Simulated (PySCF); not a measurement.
Gas-phase reaction: H2BNH2 + N + B = 2 HBNH

Energies from PySCF, thermal terms from the rigid-rotor harmonic-oscillator model, ideal gas at 1 bar. † marks an energy on the PBE0/def2-TZVP geometry and frequencies; other levels use their own. MP2 freezes the core. Open shells (unrestricted): N (multiplicity 4), B (multiplicity 2, electronic degeneracy 6); the rest are closed-shell singlets. Spin-orbit splitting is ignored; it lowers the true energy and changes the entropy of B. H2BNH2, HBNH: computed as isolated molecules; such fragments, hydroxides, amides, oligomers or adducts are transient or little studied in the gas. MP2 isn't extrapolated to the basis-set limit; its ΔH°(298 K) is -861.5 kJ in def2-SVP and -877.8 kJ in def2-TZVPP. The harmonic model lacks anharmonicity and excited electronic states, which grow with temperature; levels with a mode under 35 cm⁻¹ are left out.

```tsv
level	ΔE electronic, kJ	ΔH°(298 K), kJ	ΔS°(298 K), J/K	ΔG°(600 K), kJ
BLYP/def2-TZVP†	-914	-910	-115	-841
HF/def2-TZVP†	-510	-506	-115	-438
MP2/def2-TZVPP†	-882	-878	-115	-809
PBE/def2-SVP	-938	-933	-117	-864
PBE0/def2-TZVP	-867	-863	-115	-794
```
ΔH° is lowest at PBE/def2-SVP and highest at HF/def2-TZVP†. No reference value is set beside these.
